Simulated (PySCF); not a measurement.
Compound: C4H10N (doublet state).
Z-matrix (Å and degrees, GFN2-xTB geometry), rows numbered from 1:
```
C 
C   1  1.4742
C   2  1.5269  1  112.39
N   2  1.4801  1  110.14  3  -120.10
C   4  1.4449  2  116.13  1   -76.17
H   1  1.0738  2  120.51  3  -160.22
H   1  1.0745  2  119.50  3    38.01
H   2  1.0962  1  110.95  3   123.02
H   3  1.0866  2  110.03  1    64.11
H   3  1.0863  2  109.87  1  -175.54
H   3  1.0874  2  110.25  1   -55.81
H   4  1.0162  2  109.32  1    49.55
H   5  1.0982  4  114.54  2    63.74
H   5  1.0903  4  108.61  2   -57.60
H   5  1.0899  4  108.27  2  -175.36
```

The hyperfine couplings belong to this conformer and change with its torsions.

As a line formula: `N(C)[C@H]([CH2])C` [radical].

Computed with UKS B3LYP, pcH-1 on C H N, non-relativistic, mean-field spin-orbit, GIAO (PySCF 2.14.0). The structure is a single GFN2-xTB conformer in the gas phase; no vibrational or solvent corrections. A GFN2-xTB geometry isn't a minimum of the functional, and hyperfine couplings can be far from their values at a DFT geometry. No stability test was run, so a lower SCF solution isn't excluded.

Principal values of hyperfine tensors in MHz (contact and dipolar terms together), for some of the nuclei:

| atom | isotope | A1 | A2 | A3 |
| --- | --- | --- | --- | --- |
| C1 | 13C | 15.14 | 15.76 | 248.26 |
| H7 | 1H | -95.16 | -58.12 | -19.76 |
| H6 | 1H | -95.13 | -57.76 | -19.82 |
| C2 | 13C | -29.40 | -29.11 | -25.20 |
| H12 | 1H | -19.47 | -9.54 | 5.32 |
| N4 | 14N | -1.78 | -1.38 | 20.67 |
| H10 | 1H | 3.68 | 4.38 | 8.86 |
| H13 | 1H | 1.08 | 2.13 | 10.72 |

Task: Give the isotropic coupling of each nucleus in MHz and in mT (g = 2.0025), and the anisotropic part.

Result: a_iso = (A1 + A2 + A3)/3, Ti = Ai − a_iso; 1 mT corresponds to 28.028 MHz.

```
atom  a_iso (MHz)  a_iso (mT)      T1      T2      T3
  C1        93.05       3.320  -77.91  -77.29  155.21
  H7       -57.68      -2.058  -37.48   -0.44   37.92
  H6       -57.57      -2.054  -37.56   -0.19   37.75
  C2       -27.91      -0.996   -1.50   -1.21    2.71
 H12        -7.90      -0.282  -11.58   -1.64   13.22
  N4         5.84       0.208   -7.61   -7.22   14.84
 H10         5.64       0.201   -1.96   -1.26    3.22
 H13         4.64       0.166   -3.56   -2.51    6.08
```

Task: What spin density at the nucleus of H7 lies behind its contact coupling (g_N = 5.58569)?

Result: a_FC = (2μ0/3) gₑ μB g_N μN ρ(0)/(2S·h) = 800.24 MHz × g_N × ρ(0)/(2S), with ρ in bohr⁻³. With a_FC = -57.68 MHz and 2S = 1, ρ(0) = -0.0129 bohr⁻³. In magnitude that is 4.1 % of the 1/π = 0.318 of a free hydrogen atom.

Task: H8 (1H, g_N = 5.58569) isn't in the table. Its spin density at the nucleus is 0.004193 bohr⁻³. What is its contact coupling?

Result: By the same relation, a_FC = 18.74 MHz. Its full tensor has the principal values 12.71, 15.63, 27.88 MHz.

Task: Name the largest traceless tensor T of the table and describe it.

Result: C1: -77.9, -77.3, 155.2 MHz, axial, in the ratio −1:−1:+2, the form that spin in one p orbital centred on that nucleus gives.

Task: In a single crystal, with the field along each principal axis of the tensor of H6 in turn, what first-order splitting does this nucleus give (isotropic g, quadrupole terms neglected)?

Result: 2 lines (I = 1/2), spaced by |A_i|/(g × 13.996): 3.39, 2.06, 0.71 mT along the axes of A1, A2 and A3.

Time: 32 s wall (grids of density and orbitals included); peak memory 0.82 GiB. Hardware: one thread of an Arm Neoverse V1, no GPU, shared host.
